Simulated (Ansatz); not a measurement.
## CdCuI3: from a trial structure to a relaxed crystal

Computed with DFT PBE, scalar-relativistic, plane waves, PAW (Ansatz 0.2.0).

The start puts CdCuI3 on the cubic perovskite structure type (Pm-3m, No. 221), with Cd in place of Sr, Cu in place of Ti, I in place of O, at a guessed volume.

The final relaxation ran on this input, with the default PAW datasets:

```yaml
crystal:
  lattice:
    - [5.3785116037, 0.0, 0.0]
    - [0.0, 5.3785116037, 0.0]
    - [0.0, 0.0, 5.3785116037]
  atoms:
    - { symbol: Cd, position: [0.0, 0.0, 0.0] }
    - { symbol: Cu, position: [0.5, 0.5, 0.5] }
    - { symbol: I, position: [0.0, 0.5, 0.5] }
    - { symbol: I, position: [0.5, 0.0, 0.5] }
    - { symbol: I, position: [0.5, 0.5, 0.0] }
basis:
  ecutwfc: 420
kpoints:
  mp_grid: { grid: [8, 8, 8] }
hamiltonian:
  xc: pbe
scf:
  occupations: { method: gaussian, width: 0.1 }
output:
  forces: true
  stress: true
  eigenvalues: true
  write_density: true
  write_potential: true
  elf: true
  volumetric_format: npy
relax:
  adjacent_minimum: "off"
  f_tol: 0.01
  max_steps: 80
  cell: { stress_tol: 0.05 }
```

Launched as:

```bash
ansatz run input.yaml --threads 1 --pin off --max-ram 2560MiB --backend cpu --events-out ev --progress --plain --runs-dir out
```

Time: 92 s on 1 thread of Arm Neoverse V1, on a shared host, peak memory 0.56 GiB.

End of the output:

```
SCF converged after 9 iterations
Free energy (F): -37417.981089 eV
Harris-Foulkes:  -37417.981089 eV  (|F-HF|=0.00e0)
Internal energy: -37417.955233 eV  (E = F + TS)
E sigma→0 (E₀):  -37417.968161 eV
Entropy (-TS):   -0.025857 eV (-5.171 meV/atom)
Fermi energy:    7.012579 eV
--- Per-component energies (eV) ---
  E_band       = -2136.927727
  E_kinetic    = 1368.720482
  E_local      = -15437.822197  (includes V_loc(G=0)·N_el)
  E_nonlocal   = 157.140514
  E_hartree    = 7372.250725
  E_xc         = -646.228499
  E_vxc        = -717.155362  (∫ρ·V_xc dr)
  E_paw        = -20200.564967  (= ΣΔE_a)
  E_vpaw       = -2252.312678  (= ΣTr[D̂ρ^β])
  E_aug_tail   = 0.000265  (compensation charges beyond the density's cutoff)
  E_ewald      = -10031.451554
  E_smearing   = -0.025857  (= −TS)
  E_closure    = 0.000000  (closes the sum)
  Σ components = -37417.981089   (vs F -37417.981089, Δ=0.00e0)
--- Forces (eV/Å), atoms counted from 1 ---
  atom   1  Cd     0.00000000     0.00000000     0.00000000
  atom   2  Cu     0.00000000     0.00000000     0.00000000
  atom   3  I      0.00000000     0.00000000     0.00000000
  atom   4  I      0.00000000     0.00000000     0.00000000
  atom   5  I      0.00000000     0.00000000     0.00000000
  max |Σ_I F_I| component: 8.66e-29 eV/Å
--- Stress (GPa, compression-positive) ---
        0.023529       0.000000       0.000000
        0.000000       0.023529       0.000000
        0.000000       0.000000       0.023529
  P = ⅓ Tr σ = 0.0235 GPa (0.235 kbar)
--- Relaxed structure (3 steps of the walk, 3 accepted, 1 SCFs on fresh bases) ---
  F+E_penalty+E_count = -37417.98108927 eV   max|allowed force component| = 6.682e-29 eV/Å   (the final SCF, on the basis selected at the relaxed cell)
  cell:  # Å, volume = 163.1293 Å³
    - [5.464000, 0.000000, 0.000000]
    - [0.000000, 5.464000, 0.000000]
    - [0.000000, 0.000000, 5.464000]
  atoms:
    - { symbol: Cd, position: [0.000000, 0.000000, 0.000000] }
    - { symbol: Cu, position: [0.5, 0.5, 0.5] }
    - { symbol: I, position: [0.000000, 0.5, 0.5] }
    - { symbol: I, position: [0.5, 0.000000, 0.5] }
    - { symbol: I, position: [0.5, 0.5, 0.000000] }
```

Total energies depend on the potentials used, so only differences within one code and one set of settings carry meaning.

The result has space group Pm-3m (No. 221). Cd has 12 I at 3.86 Å; Cu is coordinated by 6 I at 2.73 Å; I has 2 Cu at 2.73 Å.

Against the elements it lies at 0.08 eV/atom. Formation energies are uncorrected and refer to the elements' standard structures at the same level.

For metals, differences of a few meV/atom aren't resolved. Spin–orbit coupling is left out.

A structure relaxed within its symmetry needn't be a true minimum.